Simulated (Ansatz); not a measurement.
Ideal-gas functions of C2H3FS2, SMILES `FCC(=S)S` at 298.15 K and 1 bar, from an Ansatz frequency run at PBE0-D4/def2-TZVP.

Molar mass 110.18 g/mol, point group Cs (symmetry number 1), electronic degeneracy 1, moments of inertia 121.863, 204.889, 323.551 u Å². Harmonic wavenumbers (cm⁻¹, unscaled): 51, 247, 282, 381, 450, 460, 620, 908, 975, 1071, 1117, 1218, 1259, 1380, 1455, 2684, 3077, 3133.

Use S(trans) = R[1.5 ln M + 2.5 ln T − 1.1517]; rotational temperatures θ = 24.2544 K / I; S(rot) = R[ln(√π/σ · √(T³/θAθBθC)) + 1.5]; for each mode x = 1.438777 ν̃/T, S = R[x/(eˣ − 1) − ln(1 − e⁻ˣ)] and H = RT x/(eˣ − 1); 1 cm⁻¹ = 0.0119627 kJ/mol; R = 8.31446 J/(mol·K).

Problem. By hand: the entropy, in J/(mol·K).

Solution. Translation 167.5. Rotation: θ = 0.199, 0.1184, 0.075 K, giving 114.6. Vibration, mode by mode: 19.99, 7.33, 6.37, 4.33, 3.33, 3.21, 1.74, 0.57, 0.43, 0.29, 0.24, 0.16, 0.14, 0.08, 0.06, 0.00, 0.00, 0.00, in all 48.3. Electronic 0.0. Sum 330.4 J/(mol·K).

Problem. By hand: H − E and G − E in kJ/mol, counted from the electronic energy.

Solution. Zero-point energy ½ × 20768 × 0.0119627 = 124.2; thermal vibration 7.7; translation, rotation and pV give 4 RT = 9.9. H − E = 141.8 kJ/mol, and G − E = 141.8 − 298.15 × 330.4/1000 = 43.3 kJ/mol.

Vibration gives 15 % of the entropy, 20.0 J/(mol·K) of it from the mode under 150 cm⁻¹: soft modes count most, and the harmonic formula is weakest for them. The sum counts one conformer and one mirror image; others add a mixing term.
